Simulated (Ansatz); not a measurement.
Eight cases of bond dissociation energy with Al to Br (electronic energies, kcal/mol), geometries: B3LYP-D3(BJ)/def2-TZVP. Functionals by Ansatz (a first-principles code) in def2-TZVPD; columns hold the difference against the high level (Ansatz, AFQMC by cisd_afqmc): A = CCSD(T)/CBS(cc-pV(Q+d)Z,cc-pV(5+d)Z) + [CCSDT(Q) - CCSD(T)]/cc-pV(D+d)Z + core + X2C; B = CCSD(T)/CBS(cc-pV(T+d)Z,cc-pV(Q+d)Z) + [CCSDT(Q) - CCSD(T)]/cc-pV(D+d)Z + core + X2C; C = CCSD(T)/CBS(cc-pVQZ,cc-pV5Z) + [CCSDT(Q) - CCSD(T)]/cc-pVDZ; D = CCSD(T)/CBS(cc-pVTZ,cc-pVQZ) + [CCSDT(Q) - CCSD(T)]/cc-pVDZ; E = CCSD(T)/CBS(cc-pVTZ,cc-pVQZ) + [CCSDT(Q) - CCSD(T)]/cc-pVTZ. The cases were drawn at random from those of this class that have a high level and all functionals, leaving out states under which another spin lies or may lie. Left out are anions, K, Ca, elements past Kr, ionisation of Li, Na and Mg, pi-pi* triplets of linear molecules and other triplets made from a closed-shell parent. Runs that doubt their state, and full CI more than 15 mEh from coupled cluster, are set aside; a case stays where another high level and all functionals remain. AFQMC serves as high level only in triple zeta or larger, with a steady walk, a bar under 0.8 kcal/mol and agreement with other high levels or trials where they ran; where none ran, an unstable determinant or (outside 3d species) a high T1 diagnostic also bars it, so strongly correlated cases are thinned. No case was kept or dropped by the size of a functional's miss. Each difference is the functional minus the high level; affinities count positive where energy is released, gaps as the second state minus the first. Radicals and triplets start from unrestricted determinants; spin-orbit coupling is neglected. Cores are frozen in correlated methods (noble-gas shells, and filled d and f shells in the p block). Rows without X2C or -DK are non-relativistic. CBS(X,Y): correlation extrapolated as X^-3, Hartree-Fock from the larger set (Q,5: extrapolated as (X+1)exp(-9√X)). A bracket is a step between two methods taken in the basis named. The functionals are non-relativistic, so their misses hold any scalar relativity. '+ core + X2C': CCSD(T) terms for core correlation (cc-pwCVTZ, 1s frozen past Ne) and scalar relativity (cc-pVTZ-DK). For partners of very few electrons the exact lower level stands in for a higher one. Spin-orbit terms, left out, reach several kcal/mol for Br and I, and more for heavier atoms.

| case | level | value |
|---|---|---|
| Ge2H6 (SMILES [GeH3][GeH3]) → 2 GeH3 (SMILES [GeH3], doublet) | E | 71.3 |
| H5Si2OF (fluoro(silyloxy)silane, SMILES F[SiH2]O[SiH3]) → H5Si2O (SMILES [SiH2]O[SiH3], doublet) + F (doublet) | B | 163.4 |
| CH6Ge (SMILES [CH3][GeH3]) → CH5Ge (SMILES [CH2][GeH3], doublet) + H (doublet) | E | 109.8 |
| Si2H4F2 (fluoro(fluorosilyl)silane, SMILES F[SiH2][SiH2]F) → 2 SiH2F (SMILES F[SiH2], doublet) | B | 80.7 |
| BHSCl2 (dichloroborinothioic acid, SMILES SB(Cl)Cl) → BCl2 (SMILES [B](Cl)Cl, doublet) + HS (SMILES [SH], doublet) | A | 108.3 |
| CHBrF2 (bromo(difluoro)methane, SMILES FC(Br)F) → CBrF2 (SMILES [C](F)(Br)F, doublet) + H (doublet) | D | 108.1 |
| CHBrF2 (bromo(difluoro)methane, SMILES FC(F)Br) → CHF2 (SMILES F[CH]F, doublet) + Br (doublet) | C | 74.5 |
| C3H8S (SMILES CCSC) → C2H5 (SMILES [CH2]C, doublet) + CH3S (SMILES C[S], doublet) | B | 78.0 |

Task: Predict the difference of PBE, PBE0, CAM-B3LYP for each case and sum up.

Result: 
| case | PBE | PBE0 | CAM-B3LYP |
|---|---|---|---|
| Ge2H6 (SMILES [GeH3][GeH3]) → 2 GeH3 (SMILES [GeH3], doublet) | -0.7 | -0.4 | -1.4 |
| H5Si2OF (fluoro(silyloxy)silane, SMILES F[SiH2]O[SiH3]) → H5Si2O (SMILES [SiH2]O[SiH3], doublet) + F (doublet) | -6.0 | -9.2 | -3.9 |
| CH6Ge (SMILES [CH3][GeH3]) → CH5Ge (SMILES [CH2][GeH3], doublet) + H (doublet) | -3.3 | -3.6 | -1.7 |
| Si2H4F2 (fluoro(fluorosilyl)silane, SMILES F[SiH2][SiH2]F) → 2 SiH2F (SMILES F[SiH2], doublet) | -7.1 | -5.7 | -5.9 |
| BHSCl2 (dichloroborinothioic acid, SMILES SB(Cl)Cl) → BCl2 (SMILES [B](Cl)Cl, doublet) + HS (SMILES [SH], doublet) | -3.0 | -3.6 | -6.3 |
| CHBrF2 (bromo(difluoro)methane, SMILES FC(Br)F) → CBrF2 (SMILES [C](F)(Br)F, doublet) + H (doublet) | -7.2 | -5.9 | -3.4 |
| CHBrF2 (bromo(difluoro)methane, SMILES FC(F)Br) → CHF2 (SMILES F[CH]F, doublet) + Br (doublet) | 0.6 | -2.3 | -5.9 |
| C3H8S (SMILES CCSC) → C2H5 (SMILES [CH2]C, doublet) + CH3S (SMILES C[S], doublet) | -4.0 | -5.2 | -8.0 |
PBE: mean -3.8, mean absolute 4.0, median absolute 3.6, largest -7.2; PBE0: mean -4.5, mean absolute 4.5, median absolute 4.4, largest -9.2; CAM-B3LYP: mean -4.6, mean absolute 4.6, median absolute 4.9, largest -8.0 kcal/mol. PBE lies above in 1 and below in 7 of the eight.
